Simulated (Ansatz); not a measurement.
# C₃H₃ClF₂: up Jacob's ladder to CCSD(T)

One table from this session's results is given with a row withheld; the runs are named, their logs left out.

The runs use Ansatz 0.2.0, Gaussian basis; functionals in def2-TZVPP, the program's frozen cores in correlated methods.

Levels to be run: LDA (SPW92), PBE-D4, revPBE-D4, BLYP-D4, r2SCAN-D4, B97M-V, PBE0-D4, B3LYP-D4, r2SCANh-D4, r2SCAN0-D4, HSE06-D4, BHLYP-D4, CAM-B3LYP-D4, LC-ωPBE, ωB97X-V, ωB97M-V, B2PLYP, PBE-QIDH; CCSD(T)/def2-SVP; CCSD(T)/def2-TZVPP; MP2/def2-QZVPP; extrapolation to the limit; RPA on PBE.

## The geometry

The geometry comes from an earlier relaxation with PBE0-D4 in a triple-zeta def2 set; it is a stationary point, not always the lowest conformer.

SMILES `C=CC(F)(F)Cl`, 9 atoms, charge 0, spin multiplicity 1.

Atoms are counted from 1 here; the program's logs count them from 0.

Bond lengths: C1–C2 1.321 Å, C1–H7 1.083 Å, C1–H8 1.083 Å, C2–C3 1.489 Å, C2–H9 1.084 Å, C3–F4 1.337 Å, C3–F5 1.344 Å, C3–Cl6 1.785 Å. Angles: C2–C1–H7 120.7°, C2–C1–H8 121.6°, H7–C1–H8 117.7°, C1–C2–C3 123.1°, C1–C2–H9 122.7°, C3–C2–H9 114.1°, C2–C3–F4 112.7°, C2–C3–F5 110.7°, C2–C3–Cl6 110.4°, F4–C3–F5 107.2°, F4–C3–Cl6 108.1°, F5–C3–Cl6 107.5°.

Set-up of the first run:

The input, in.yaml:

```yaml
crystal:
  periodic: [false, false, false]
  atoms:
    - {symbol: C, position_ang: [-0.292631, -1.367983, -0.310060]}
    - {symbol: C, position_ang: [-0.020150, -0.104355, -0.582965]}
    - {symbol: C, position_ang: [0.303745, 0.902783, 0.465260]}
    - {symbol: F, position_ang: [0.388172, 0.366423, 1.687150]}
    - {symbol: F, position_ang: [1.483213, 1.493399, 0.207223]}
    - {symbol: Cl, position_ang: [-0.939643, 2.182313, 0.505899]}
    - {symbol: H, position_ang: [-0.518997, -2.068649, -1.103928]}
    - {symbol: H, position_ang: [-0.300582, -1.739536, 0.707248]}
    - {symbol: H, position_ang: [-0.014626, 0.289305, -1.592829]}
basis:
  gaussian: {orbitals: def2-TZVPP}
hamiltonian: {xc: lda}
output: {orbitals: {seedname: orbitals}}
```

Among the steps run: LDA; PBE-D4 (GGA); revPBE-D4 (GGA); BLYP-D4 (GGA); r2SCAN-D4 (meta-GGA); B97M-V (meta-GGA); PBE0-D4 (hybrid); B3LYP-D4 (hybrid); r2SCANh-D4 (hybrid); r2SCAN0-D4 (hybrid); HSE06-D4 (hybrid); BHLYP-D4 (hybrid); CAM-B3LYP-D4 (range-separated); LC-ωPBE (range-separated); ωB97X-V (range-separated); ωB97M-V (range-separated); B2PLYP (double hybrid); PBE-QIDH (double hybrid).

One table of the session follows, with a row left open; its other results are not shown here.

It belongs to the step «Orbital energies across the functionals». 

| functional | HOMO (eV) | gap (eV) |
| --- | --- | --- |
| LDA (SPW92) | -7.47 | 5.23 |
| PBE-D4 | -7.28 | 5.30 |
| revPBE-D4 | -7.20 | 5.33 |
| BLYP-D4 | -7.11 | 5.27 |
| r2SCAN-D4 | -7.55 | 5.76 |
| B97M-V | -7.56 | 5.87 |
| PBE0-D4 | -8.52 | 7.56 |
| B3LYP-D4 | -8.27 | 7.07 |
| r2SCANh-D4 | ? | ? |
| r2SCAN0-D4 | -8.70 | 7.85 |
| HSE06-D4 | -8.12 | 6.77 |
| BHLYP-D4 | -9.57 | 9.75 |
| CAM-B3LYP-D4 | -9.88 | 10.08 |
| LC-ωPBE | -11.32 | 12.72 |
| ωB97X-V | -10.89 | 12.23 |
| ωB97M-V | -10.77 | 11.99 |

**Question.** Estimate the row for r2SCANh-D4.

Worked estimate for «HOMO (eV)». Against the share of exact exchange, r2SCAN-D4 (0, -7.55), r2SCAN0-D4 (0.25, -8.70) give a slope of -4.60 per unit share; at 0.1 the line stands at -8.01.

As computed: HOMO (eV): -8.01; gap (eV): 6.60. In «HOMO (eV)» the line misses by 0.00.
